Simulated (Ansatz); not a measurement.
Scan of InH₂⁺, singlet

Starting geometry (PBE0/def2-TZVP stationary point for this spin, not checked as a minimum):

```xyz
3

In    0.0000    0.0000    0.0000
H     0.0000    0.0000   -1.6654
H     0.0000    0.0000    1.6654
```

From there all distances are scaled together; atoms are numbered as listed. Energies are in kcal/mol, counted from the starting geometry at the same level. Kohn–Sham curves are unrestricted where that lies lower.

Basis def2-TZVPP with its core potentials; Ansatz 0.2.0. Only valence electrons are correlated (noble-gas cores and the filled d shells of p-block atoms frozen). No spin–orbit coupling is included; scalar relativity enters through the core potentials alone.

Unrestricted Kohn–Sham rows aren't spin-pure: their determinants' ⟨S²⟩ exceeds S(S+1) by up to 1.00, so they mix in states of higher spin.

Full CI is exact within this basis and frozen core; it isn't the basis-set limit.

```csv
scale of all distances,BLYP
0.878,19.8
1.000,0.0
1.121,7.6
1.316,37.3
1.511,57.1
1.742,64.0
2.027,67.0
2.369,68.9
```

Estimate the full CI curve in def2-TZVPP from this one, knowing how BLYP errs.

The computed full CI values, in kcal/mol from the starting point, and the error of BLYP against them:
```json
{"scale of all distances": "0.878", "full CI": "22.7", "BLYP less full CI": "-2.9"}
{"scale of all distances": "1.000", "full CI": "0.0", "BLYP less full CI": "0.0"}
{"scale of all distances": "1.121", "full CI": "7.2", "BLYP less full CI": "0.4"}
{"scale of all distances": "1.316", "full CI": "37.7", "BLYP less full CI": "-0.4"}
{"scale of all distances": "1.511", "full CI": "62.2", "BLYP less full CI": "-5.1"}
{"scale of all distances": "1.742", "full CI": "71.4", "BLYP less full CI": "-7.3"}
{"scale of all distances": "2.027", "full CI": "73.1", "BLYP less full CI": "-6.1"}
{"scale of all distances": "2.369", "full CI": "73.8", "BLYP less full CI": "-5.0"}
```

BLYP at 2.369 lies 5.0 kcal/mol (7 %) below the reference in this basis.

Functionals correlate the shells that the reference freezes, so part of their error here is the reference's.
